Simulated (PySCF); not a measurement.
A PySCF script (with the pyscf-properties extension) for the NMR shieldings of `C#CCCO`, C₄H₆O, on a GFN2-xTB, dihedral held geometry:

```python
import basis_set_exchange as bse
import numpy as np
from pyscf import gto, dft
from pyscf.prop import nmr

atoms = """
C     2.552495    0.400506    0.194789
C     1.478336   -0.117846    0.099375
C     0.163232   -0.714505    0.002505
C    -0.961010    0.336338    0.049920
O    -1.695407    0.241840   -1.152887
H     3.501285    0.840819    0.270913
H     0.042574   -1.447501    0.802874
H     0.076190   -1.234175   -0.955593
H    -0.529732    1.342132    0.156526
H    -1.619351    0.154183    0.911282
H    -2.388422    0.909368   -1.157835
"""
names = dict.fromkeys(["C", "O", "H"], "pcSseg-1")
basis = {el: gto.basis.parse(bse.get_basis(n, elements=[el], fmt="nwchem")) for el, n in names.items()}
mol = gto.M(atom=atoms, basis=basis, charge=0, verbose=0)
mf = dft.RKS(mol, xc="PBE0")
mf.grids.level = 2
mf.grids.alignment = dft.numint.BLKSIZE   # the property module wants whole blocks of grid points
mf.conv_tol = 1e-9
mf.kernel()

calc = nmr.RKS(mf)   # GIAO
C = mf.mo_coeff
Co = C[:, mf.mo_occ > 0]
resp = mf.gen_response(singlet=True, hermi=2)
def vind(x):   # induced exchange potential for any number of trial vectors
    d = np.einsum("pi,xij,qj->xpq", C, 2 * x.reshape(-1, C.shape[1], Co.shape[1]), Co, optimize=True)
    return np.einsum("xpq,pi,qj->xij", resp(d - d.transpose(0, 2, 1)), C, Co, optimize=True).ravel()
mo1, _ = nmr.rhf.solve_mo1(calc, with_cphf=vind)
sigma = calc.kernel(mo1)
for i, s in enumerate(sigma):   # ppm
    print("%2d %-2s %9.2f" % (i, mol.atom_pure_symbol(i), np.trace(s) / 3))
```

Q: Give the expected output.

A: 
```
 0 C     111.13
 1 C      97.65
 2 C     163.17
 3 C     117.27
 4 O     300.32
 5 H      30.21
 6 H      28.91
 7 H      29.20
 8 H      27.56
 9 H      27.29
10 H      31.49
```

These numbers come from an equivalent density-fitted implementation of the same equations, which agrees with the script to about 0.01 ppm for H and up to a few tenths of a ppm for heavy atoms, so last digits may differ.

The geometry is no minimum: GFN2-xTB, dihedral held.

Size and cost of the density-fitted run: 115 basis functions, 12 s wall time on 1 thread of an x86-64 server CPU, shared host.
